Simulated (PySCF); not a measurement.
Relaxation of singlet NH3

All numbers come from B3LYP in PySCF with N def2-TZVP, H def2-TZVP; no relativity; density-fitted integrals. A (50,194) grid was used.

A start displaced from a saddle point along its imaginary mode, of C3v symmetry, held to at least that symmetry:

Coordinates in bohr (charge 0 multiplicity 1):
```
N     0.0000    0.0000   -0.0490
H     1.8849    0.0000    0.2268
H    -0.9424    1.6324    0.2268
H    -0.9424   -1.6324    0.2268
```

(1) What forces act on the atoms at the start (eV/Å)?

(2) What does it relax to?

(3) How much energy is released, and in how many steps?

## Answers

(1) 
| atom | Fx | Fy | Fz |
| --- | --- | --- | --- |
| N1 | 0.00 | 0.00 | -0.57 |
| H2 | -0.40 | 0.00 | 0.19 |
| H3 | 0.20 | -0.35 | 0.19 |
| H4 | 0.20 | 0.35 | 0.19 |

(2) It ends at C3v with N–H 1.014 Å (×3); H–N–H 107.3° (×3). A frequency run shows a minimum.

(3) 13.9 kJ/mol in 5 steps.
